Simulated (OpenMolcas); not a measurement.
# One shape, several levels: PF3 (SMILES FP(F)F)

Wanted: a comparison of 6 runs (HF/def2-SVP, TPSS/6-311G**, BP86/aug-cc-pVDZ, M06-2X/pcseg-2, RI-MP2/ANO-L-VTZP, CCSD/3-21G) of PF3. 

The results are computed with OpenMolcas 26.06.

4 further runs of the same task are left out: 2 that didn't finish, 2 set aside as unsound or not needed.

## 1. Starting point

PF3 has 4 atoms, charge 0, and is taken as a singlet. As SMILES, `FP(F)F`. The shape is that of a PBE0-D4/def2-TZVP optimisation.

Bond lengths: F1–P2 1.572 Å, P2–F3 1.572 Å, P2–F4 1.572 Å. Angles: F1–P2–F3 97.6°, F1–P2–F4 97.6°, F3–P2–F4 97.6°.

## 2. Energy and forces at HF/def2-SVP (run 1)

test.inp

```
&GATEWAY
BASLIB
$CurrDir
BASISSET
F.def2-SVP....
F1 0.834400 -0.663200 0.874500 angstrom
F3 -1.061900 -0.696500 -0.536900 angstrom
F4 0.525000 1.045200 -0.730000 angstrom
End of Basis
BASISSET
P.def2-SVP....
P2 -0.297500 0.314600 0.392300 angstrom
End of Basis
&SEWARD
&SCF
THRESHOLDS
1e-10 1e-07 1e-07 1e-05
PRORBITALS
1 1
&ALASKA
```

The basis set def2-SVP is read from a file made from the Basis Set Exchange's data (not shown).

Command:

```console
$ export MOLCAS_MEM=1860
$ pymolcas test.inp > test.log
```

Output:

```text
--- Start Module: gateway ---
[...]
--- Stop Module: gateway /rc=_RC_ALL_IS_WELL_ ---
[...]
      Basis functions           60
[...]
--- Start Module: scf ---
[...]
       Convergence after  11 Iterations
[...]
::    Total SCF energy                               -638.7842828248
[...]
      Total spin, S                                     0.0000000000
[...]
      Total electronic charge=   42.000000
      Total            charge=   -0.000000
[...]
      Dipole Moment (debye):
      Origin of the operator (angstrom)=   -0.0405    0.0428    0.0534
                   X= -7.9051E-01               Y=  8.3629E-01               Z=  1.0430E+00           Total=  1.5531E+00
      Quadrupole Moment (debye*angstrom):
[...]
--- Stop Module: scf /rc=_RC_ALL_IS_WELL_ ---
[...]
--- Start Module: alaska ---
[...]
 *              Molecular gradients               *
 **************************************************
  Irreducible representation: a
 ------------------------------------------------------------------------------------------
                              X                       Y                       Z
 ------------------------------------------------------------------------------------------
  F1               -4.74555348329631E-04    6.17140562512830E-04    1.63280064686688E-03
  F3               -1.46880162008678E-03    5.64521659908834E-04    8.82319205409487E-04
  F4               -6.28757291984527E-04    1.48660341434592E-03    8.12050318684143E-04
  P2                2.57211426039028E-03   -2.66826563673739E-03   -3.32717017098005E-03
 ------------------------------------------------------------------------------------------
--- Stop Module: alaska /rc=_RC_ALL_IS_WELL_ ---
[...]
```

It took 3.6 s on 1 thread of Arm Neoverse V1, shared host; peak memory 0.39 GiB.

## 3. Energy and gradient at TPSS/6-311G(d,p) (run 2)

geom.xyz

```xyz
4

F      0.834400    -0.663200     0.874500
P     -0.297500     0.314600     0.392300
F     -1.061900    -0.696500    -0.536900
F      0.525000     1.045200    -0.730000
```

test.inp

```
* F3P Kohn-Sham DFT

&GATEWAY
  BasLib
  $CurrDir
  Coord
  geom.xyz
  Basis
  6-311Gss
  Group
  NoSym

&SEWARD
  GridInput
  Grid=UltraFine
  End of Grid

&SCF
  KSDFT
  2
  1.0 MGGA_X_TPSS
  1.0 MGGA_C_TPSS
  Thresholds
  1e-10 1e-07 1e-07 1e-05
  PrOrbitals
  1 1

&ALASKA
```

The basis set 6-311G** is read from a file made from the Basis Set Exchange's data (not shown).

Command:

```console
$ export MOLCAS_MEM=1860
$ pymolcas test.inp > test.log
```

Output:

```text
--- Start Module: gateway ---
[...]
--- Stop Module: gateway /rc=_RC_ALL_IS_WELL_ ---
[...]
      Basis functions           80
[...]
--- Start Module: scf ---
[...]
       Convergence after  12 Iterations
[...]
::    Total KS-DFT energy                            -641.0916393004
[...]
      Total spin, S                                     0.0000000000
[...]
      Total electronic charge=   42.000000
      Total            charge=   -0.000000
[...]
      Dipole Moment (debye):
      Origin of the operator (angstrom)=   -0.0405    0.0428    0.0534
                   X= -5.7209E-01               Y=  6.0530E-01               Z=  7.5493E-01           Total=  1.1241E+00
      Quadrupole Moment (debye*angstrom):
[...]
--- Stop Module: scf /rc=_RC_ALL_IS_WELL_ ---
[...]
--- Start Module: alaska ---
[...]
 *              Molecular gradients               *
 **************************************************
  Irreducible representation: a
 ------------------------------------------------------------------------------------------
                              X                       Y                       Z
 ------------------------------------------------------------------------------------------
  F1               -1.86277836262470E-02    1.59999931204418E-02   -8.66764586816160E-03
  P2                1.87855366503076E-02   -1.97671980800393E-02   -2.47076778454662E-02
  F3                1.32670155660204E-02    1.65356028805679E-02    1.50441087663182E-02
  F4               -1.34247685900455E-02   -1.27683979209863E-02    1.83312149472972E-02
 ------------------------------------------------------------------------------------------
--- Stop Module: alaska /rc=_RC_ALL_IS_WELL_ ---
[...]
```

Run time: 18 s. Hardware: 1 thread of Arm Neoverse V1, shared host; peak memory 0.45 GiB.

## 4. Energy and gradient at BP86/aug-cc-pVDZ (run 3)

test.input

```
* F3P Kohn-Sham DFT
>>> EXPORT MOLCAS_PRINT=2

&GATEWAY
 BASLIB=$CurrDir
 BASISSET
 F.aug-cc-pVDZ....
 F1 0.834400 -0.663200 0.874500 angstrom
 F3 -1.061900 -0.696500 -0.536900 angstrom
 F4 0.525000 1.045200 -0.730000 angstrom
 End of Basis
 BASISSET
 P.aug-cc-pVDZ....
 P2 -0.297500 0.314600 0.392300 angstrom
 End of Basis

&SEWARD
 GRIDINPUT
 Grid=UltraFine
 End of Grid

&SCF
 KSDFT=2
 1.0 GGA_X_B88
 1.0 GGA_C_P86
 THRESHOLDS=1e-10 1e-07 1e-07 1e-05
 PRORBITALS=1 1

&ALASKA
```

The basis set aug-cc-pVDZ is read from a file made from the Basis Set Exchange's data (not shown).

Command:

```console
$ export MOLCAS_MEM=1860
$ pymolcas test.input > test.log
```

Output:

```text
--- Start Module: gateway ---
[...]
--- Stop Module: gateway /rc=_RC_ALL_IS_WELL_ ---
[...]
      Basis functions           96
[...]
--- Start Module: scf ---
[...]
       Convergence after  12 Iterations
[...]
::    Total KS-DFT energy                            -641.0338084618
[...]
      Total spin, S                                     0.0000000000
[...]
      Total electronic charge=   42.000000
      Total            charge=   -0.000000
[...]
      Dipole Moment (debye):
      Origin of the operator (angstrom)=   -0.0405    0.0428    0.0534
                   X= -4.6167E-01               Y=  4.8857E-01               Z=  6.0934E-01           Total=  9.0727E-01
      Quadrupole Moment (debye*angstrom):
[...]
--- Stop Module: scf /rc=_RC_ALL_IS_WELL_ ---
[...]
--- Start Module: alaska ---
[...]
 *              Molecular gradients               *
 **************************************************
  Irreducible representation: a
 ------------------------------------------------------------------------------------------
                              X                       Y                       Z
 ------------------------------------------------------------------------------------------
  F1               -3.82008519992869E-02    3.29446710500783E-02   -1.67718473739775E-02
  F3                2.62497986072336E-02    3.40409708641882E-02    3.11816227419435E-02
  F4               -2.76778262401596E-02   -2.51464865614288E-02    3.77780508013057E-02
  P2                3.96288796322768E-02   -4.18391553528554E-02   -5.21878261692379E-02
 ------------------------------------------------------------------------------------------
--- Stop Module: alaska /rc=_RC_ALL_IS_WELL_ ---
[...]
```

It took 26 s on 1 thread of Arm Neoverse V1, shared host; peak memory 0.53 GiB.

Runs 4 to 5 aren't shown in full; the table further down has their settings and results.

## 5. The energy at CCSD/3-21G (run 6)

calc.inp

```
>>> EXPORT MOLCAS_PRINT=2
&gateway
coord
4
bohr
F      1.57678748    -1.25326637     1.65256550
P     -0.56219352     0.59450784     0.74133956
F     -2.00670017    -1.31619425    -1.01459396
F      0.99210622     1.97514175    -1.37950007
basis=3-21G
group=NoSym
&seward
&scf
prorbitals=1 1
&rasscf
fileorb=$Project.ScfOrb
spin=1
nactel=0 0 0
inactive=21
ras2=0
outorbitals=Canonical
orblisting=Few
&motra
jobiph
frozen=8
&ccsdt
ccsd
iterations=50
extrapolation=5 4
```

Command:

```console
$ export MOLCAS_MEM=1860
$ pymolcas calc.inp > calc.log
```

Output:

```text
--- Start Module: gateway ---
[...]
--- Stop Module: gateway /rc=_RC_ALL_IS_WELL_ ---
[...]
      Basis functions           40
[...]
       Convergence after   9 Iterations
[...]
::    Total SCF energy                               -635.7710850170
[...]
      Total spin, S                                     0.0000000000
[...]
      Number of active orbitals                  0
[...]
      Spin quantum number                      0.0
[...]
      Active orbitals                            0
[...]
      Number of CSFs                             1
[...]
      Number of root(s) required                 1
[...]
      Convergence after  4 iterations
[...]
      Natural orbitals and occupation numbers for root  1
      ************************************************************************************************************************
      *                                                    Final results                                                     *
      ************************************************************************************************************************
[...]
::    RASSCF root number  1 Total energy:   -635.77108502
[...]
      Total electronic charge=   42.000000
      Total            charge=   -0.000000
[...]
      Dipole Moment (debye):
      Origin of the operator (angstrom)=   -0.0405    0.0428    0.0534
                   X= -1.1071E+00               Y=  1.1709E+00               Z=  1.4603E+00           Total=  2.1747E+00
      Quadrupole Moment (debye*angstrom):
[...]
--- Start Module: motra ---
[...]
      *** WARNING: Default frozen orbitals is overwritten by user input.
      *** Default values:   8
[...]
--- Stop Module: motra /rc=_RC_ALL_IS_WELL_ ---
--- Start Module: ccsdt ---
[...]
      Convergence after                    13  Iterations
      Total energy (diff) :    -636.18129503      -0.00000005
[...]
--- Stop Module: ccsdt /rc=_RC_ALL_IS_WELL_ ---
[...]
```

It took 3.6 s on 1 thread of Arm Neoverse V1, shared host; peak memory 0.37 GiB.

## 6. Overview of the runs

| run | level | integration grid | integral approximation | energy (Eh) | dipole moment (D) of the reference | HOMO energy (eV) | LUMO energy (eV) | wall time |
| --- | --- | --- | --- | --- | --- | --- | --- | --- |
| 1 | HF/def2-SVP | – | none | -638.784283 | 1.55 | -12.72 | 4.22 | 3.6 s |
| 2 | TPSS/6-311G** | UltraFine | none | -641.091639 | 1.12 | -7.88 | -0.94 | 18 s |
| 3 | BP86/aug-cc-pVDZ | UltraFine | none | -641.033808 | 0.91 | -7.97 | -1.31 | 26 s |
| 4 | M06-2X/pcseg-2 | UltraFine | none | -641.024732 | 1.25 | -10.60 | 0.62 | 55 s |
| 5 | RI-MP2/ANO-L-VTZP (RICD fitting) | – | RICD | -640.219662 | 1.21 | -12.67 | 2.11 | 12 s |
| 6 | CCSD/3-21G | – | none | -636.181295 | 2.17 | -12.76 | 4.45 | 3.6 s |

## 7. Outcome

```
                                          quantity          value
                               run 6: total energy  -636.18130 Eh
         run 6: dipole moment (mean-field density)         2.17 D
        run 6: HOMO energy (Hartree–Fock orbitals)      -12.76 eV
        run 6: LUMO energy (Hartree–Fock orbitals)        4.45 eV
      run 6: HOMO–LUMO gap (Hartree–Fock orbitals)       17.21 eV
run 6: correlation energy (8 core orbitals frozen)     -410.2 mEh
```

In words: Over runs 1, 2, 3, 4 the dipole moment (its size) runs from 0.91 D (BP86/aug-cc-pVDZ) to 1.55 D (HF/def2-SVP). The two ends differ in method and basis. Over runs 1, 2, 3, 4 the HOMO–LUMO gap runs from 6.66 eV (BP86/aug-cc-pVDZ) to 16.94 eV (HF/def2-SVP). Totals of different functionals can't be ranked against each other. All runs together took 2 min, the longest 55 s.
